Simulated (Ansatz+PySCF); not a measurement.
The numbers below are computed, except where a source is named.
# Several solutions for singlet C2

```xyz
2

C     0.0000    0.0000   -0.9421
C     0.0000    0.0000    0.9421
```

Basis set: 6-31G (spherical functions). Charge 0, multiplicity 1.

UHF was run from several starts with Ansatz (development build ahead of 0.2.0) and PySCF 2.14.0.

```
run  program                                 start  converged  energy (hartree)  <S²>
  A    PySCF   guess minao, instabilities followed        yes         -75.36946  1.94
  B    PySCF    guess atom, instabilities followed        yes         -75.36946  1.94
  C   Ansatz           search for the lowest state        yes         -75.36946  1.94
  D   Ansatz               atomic start, no search        yes         -75.27830  0.00
  E    PySCF      guess 1e, instabilities followed        yes         -75.36475  2.30
  F    PySCF                      program defaults        yes         -75.27830  0.00
  G    PySCF  guess huckel, instabilities followed        yes         -75.36475  2.30
  H   Ansatz               stability test followed        yes         -75.36946  1.94
```

Problem. Which runs reached the lowest solution of this kind, and what is wrong with the others?

Solution. A, B, C, H reached the lowest solution found. Converged but too high: D by 2.48 eV, E by 0.13 eV, F by 2.48 eV, G by 0.13 eV. Convergence only shows a stationary point, and even a stable one can lie too high; stability tests and further starts are what find lower ones. Caution: another spin multiplicity may lie lower. Caution: the unrestricted determinant is a mixture of spin states. Caution: the determinant breaks the point group.
